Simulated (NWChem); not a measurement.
All runs are NWChem calculations. System: Na (+1), charge 1, spin multiplicity 1. Level: RHF/def2-TZVPD.

The NWChem input:

```
start mol
memory heap 200 mb stack 900 mb global 1100 mb
charge 1
geometry units angstroms nocenter noautoz
  Na     0.000000     0.000000     0.000000
  symmetry group D2h
end
basis spherical
  * library def2-tzvpd
end
scf
  rhf
  nopen 0
  maxiter 100
  thresh 1e-7
  semidirect memsize 60000000 filesize 0
end
task scf energy
```

Output (cleaned and shortened):

```
             Northwest Computational Chemistry Package (NWChem) 7.3.0
             --------------------------------------------------------

                                NWChem Input Module
                                -------------------

 Scaling coordinates for geometry "geometry" by  1.889725989
 (inverse scale =  0.529177249)

                             Geometry "geometry" -> ""
                             -------------------------

 Output coordinates in angstroms (scale by  1.889725989 to convert to a.u.)

  No.       Tag          Charge          X              Y              Z
 ---- ---------------- ---------- -------------- -------------- --------------
    1 Na                  11.0000     0.00000000     0.00000000     0.00000000

 Effective nuclear repulsion energy (a.u.)       0.0000000000

            Nuclear Dipole moment (a.u.)
            ----------------------------
        X                 Y               Z
 ---------------- ---------------- ----------------
     0.0000000000     0.0000000000     0.0000000000

      Symmetry information
      --------------------

 Group name             D2h
 Group number             26
 Group order               8
 No. of unique centers     1

      Symmetry unique atoms

     1


 Summary of "ao basis" -> "" (spherical)
 ------------------------------------------------------------------------------
       Tag                 Description            Shells   Functions and Types
 ---------------- ------------------------------  ------  ---------------------
 *                         def2-tzvpd                 on all atoms

 Summary of "ao basis" -> "ao basis" (spherical)
 ------------------------------------------------------------------------------
       Tag                 Description            Shells   Functions and Types
 ---------------- ------------------------------  ------  ---------------------
 Na                        def2-tzvpd               13       35   5s5p3d

                                 NWChem SCF Module
                                 -----------------

  ao basis        = "ao basis"
  functions       =    35
  atoms           =     1
  closed shells   =     5
  open shells     =     0
  charge          =   1.00
  wavefunction    = RHF
  use symmetry    = T
  symmetry adapt  = T

 Summary of "ao basis" -> "ao basis" (spherical)
 ------------------------------------------------------------------------------
       Tag                 Description            Shells   Functions and Types
 ---------------- ------------------------------  ------  ---------------------
 Na                        def2-tzvpd               13       35   5s5p3d

      Symmetry analysis of basis
      --------------------------

        ag         11
        au          0
        b1g         3
        b1u         5
        b2g         3
        b2u         5
        b3g         3
        b3u         5

 Forming initial guess at       0.0s

      Superposition of Atomic Density Guess
      -------------------------------------

 Sum of atomic energies:        -161.85181368

 Renormalizing density from      11.00 to     10

      Non-variational initial energy
      ------------------------------

 Total energy =    -152.549478
 1-e energy   =    -207.151992
 2-e energy   =      54.602514
 HOMO         =      -2.565454
 LUMO         =      -0.363048

      Symmetry analysis of molecular orbitals - initial
      -------------------------------------------------

 !! scf_movecs_sym_adapt:   30 vectors were symmetry contaminated

  Symmetry fudging

 !! scf_movecs_sym_adapt:   30 vectors were symmetry contaminated

  Numbering of irreducible representations:

     1 ag          2 au          3 b1g         4 b1u         5 b2g
     6 b2u         7 b3g         8 b3u

  Orbital symmetries:

     1 ag          2 ag          3 b1u         4 b3u         5 b2u
     6 ag          7 b2u         8 b3u         9 b1u        10 ag
    11 b2u        12 b1u        13 b3u        14 ag         15 ag

 Starting SCF solution at       0.1s

 ----------------------------------------------
         Quadratically convergent ROHF

 Convergence threshold     :          1.000E-07
 Maximum no. of iterations :          100
 Final Fock-matrix accuracy:          1.000E-09
 ----------------------------------------------

              iter       energy          gnorm     gmax       time
             ----- ------------------- --------- --------- --------
                 1     -161.4816796583  2.51D+00  1.32D+00      0.1
                 2     -161.6675208681  2.63D-01  1.08D-01      0.1
                 3     -161.6700980945  8.33D-02  6.03D-02      0.1
                 4     -161.6702536434  2.27D-04  1.17D-04      0.1
                 5     -161.6702536451  3.38D-09  2.00D-09      0.1

       Final RHF  results
       ------------------

         Total SCF energy =   -161.670253645065
      One-electron energy =   -224.891314131271
      Two-electron energy =     63.221060486206
 Nuclear repulsion energy =      0.000000000000

        Time for solution =      0.0s

       Symmetry analysis of molecular orbitals - final
       -----------------------------------------------

  Numbering of irreducible representations:

     1 ag          2 au          3 b1g         4 b1u         5 b2g
     6 b2u         7 b3g         8 b3u

  Orbital symmetries:

     1 ag          2 ag          3 b2u         4 b1u         5 b3u
     6 ag          7 b2u         8 b1u         9 b3u        10 ag
    11 b3u        12 b2u        13 b1u        14 ag         15 ag

             Final eigenvalues
             -----------------

              1
    1  -40.7581
    2   -3.0742
    3   -1.7974
    4   -1.7974
    5   -1.7974
    6   -0.1814
    7   -0.1094
    8   -0.1094
    9   -0.1094
   10   -0.0535
   11   -0.0461
   12   -0.0461
   13   -0.0461
   14    0.0765
   15    0.0765

                       ROHF Final Molecular Orbital Analysis
                       -------------------------------------

 Vector    3  Occ=2.000000D+00  E=-1.797433D+00  Symmetry=b2u
              MO Center=  1.4D-31, -6.7D-17,  1.6D-31, r^2= 2.3D-01
   Bfn.  Coefficient  Atom+Function         Bfn.  Coefficient  Atom+Function
  ----- ------------  ---------------      ----- ------------  ---------------
     7      0.864127  1 Na py                10      0.226286  1 Na py

 Vector    4  Occ=2.000000D+00  E=-1.797433D+00  Symmetry=b1u
              MO Center=  1.4D-31,  6.8D-32, -3.1D-17, r^2= 2.3D-01
   Bfn.  Coefficient  Atom+Function         Bfn.  Coefficient  Atom+Function
  ----- ------------  ---------------      ----- ------------  ---------------
     8      0.864127  1 Na pz                11      0.226286  1 Na pz

 Vector    5  Occ=2.000000D+00  E=-1.797433D+00  Symmetry=b3u
              MO Center= -1.5D-36, -1.1D-40, -1.4D-40, r^2= 2.3D-01
   Bfn.  Coefficient  Atom+Function         Bfn.  Coefficient  Atom+Function
  ----- ------------  ---------------      ----- ------------  ---------------
     6      0.864127  1 Na px                 9      0.226286  1 Na px

 Vector    6  Occ=0.000000D+00  E=-1.814085D-01  Symmetry=ag
              MO Center= -1.7D-14,  3.3D-15,  6.8D-15, r^2= 5.8D+00
   Bfn.  Coefficient  Atom+Function         Bfn.  Coefficient  Atom+Function
  ----- ------------  ---------------      ----- ------------  ---------------
     4      0.778652  1 Na s                  5      0.299325  1 Na s
     3     -0.240678  1 Na s

 Vector    7  Occ=0.000000D+00  E=-1.094008D-01  Symmetry=b2u
              MO Center= -2.0D-30, -3.7D-15, -1.8D-30, r^2= 1.2D+01
   Bfn.  Coefficient  Atom+Function         Bfn.  Coefficient  Atom+Function
  ----- ------------  ---------------      ----- ------------  ---------------
    13      0.672381  1 Na py                16      0.244324  1 Na py
    19      0.203114  1 Na py

 Vector    8  Occ=0.000000D+00  E=-1.094008D-01  Symmetry=b1u
              MO Center= -6.4D-30, -4.3D-30, -8.8D-15, r^2= 1.2D+01
   Bfn.  Coefficient  Atom+Function         Bfn.  Coefficient  Atom+Function
  ----- ------------  ---------------      ----- ------------  ---------------
    14      0.672381  1 Na pz                17      0.244324  1 Na pz
    20      0.203114  1 Na pz

 center of mass
 --------------
 x =   0.00000000 y =   0.00000000 z =   0.00000000

 moments of inertia (a.u.)
 ------------------
           0.000000000000           0.000000000000           0.000000000000
           0.000000000000           0.000000000000           0.000000000000
           0.000000000000           0.000000000000           0.000000000000

  Mulliken analysis of the total density
  --------------------------------------

    Atom       Charge   Shell Charges
 -----------   ------   -------------------------------------------------------
    1 Na  11    10.00   2.00  0.67  1.33  0.00 -0.00  5.08  0.91  0.00  0.01 -0.00  0.00  0.00  0.00

       Multipole analysis of the density wrt the origin
       ------------------------------------------------

     L   x y z        total         open         nuclear
     -   - - -        -----         ----         -------
     0   0 0 0      1.000000      0.000000     11.000000

     1   1 0 0     -0.000000      0.000000      0.000000
     1   0 1 0      0.000000      0.000000      0.000000
     1   0 0 1      0.000000      0.000000      0.000000

     2   2 0 0     -2.142241      0.000000      0.000000
     2   1 1 0     -0.000000      0.000000      0.000000
     2   1 0 1     -0.000000      0.000000      0.000000
     2   0 2 0     -2.142241      0.000000      0.000000
     2   0 1 1      0.000000      0.000000      0.000000
     2   0 0 2     -2.142241      0.000000      0.000000

 Task  times  cpu:        0.1s     wall:        0.1s

 Total times  cpu:        0.2s     wall:        0.2s
```
